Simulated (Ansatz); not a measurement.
A made-up structure of C$_{2}$HO (charge +1), closed shell:

C1  (0.965, 1.199, 0.493)
C2  (-0.364, 0.203, 0.044)
O3  (0.783, 0.066, -0.326)
H4  (1.231, -0.794, -0.099)
(Å)

It is relaxed with PBE-D4/def2-SVP and then PBE0-D4/def2-TZVP (Ansatz 0.2.0). Atoms count as bonded within 1.22 times the sum of their covalent radii (H–H: 0.88 Å). The end point is not checked to be a true minimum.

(1) Does its bonding change? (A judgement: the text doesn't fix the answer.)

Results:

(1) By the calculation: No: no bond forms or breaks.

Where it ends: The first stage lowers the energy by 1.69 eV in 6 steps. It ends as C₂HO ([C]1[C][OH]1), total charge +1:
```
4
angstrom
C 0.8523 1.2205 0.4115
C -0.4539 0.4232 0.0511
O 0.8313 -0.0863 -0.0509
H 1.3858 -0.8831 -0.2989
```

Labels in which every atom is bracketed show which atoms are joined, not bond orders.

For scale, one of the runs: PBE0-D4/def2-TZVP relaxation, 99 basis functions, launched by `ansatz run in.yaml --threads 2 --pin off --events-out ev --progress --plain --max-ram 4352MiB`. Hardware: 2 CPU threads of an Arm Neoverse V1, shared host. Wall time about 5.5 s.
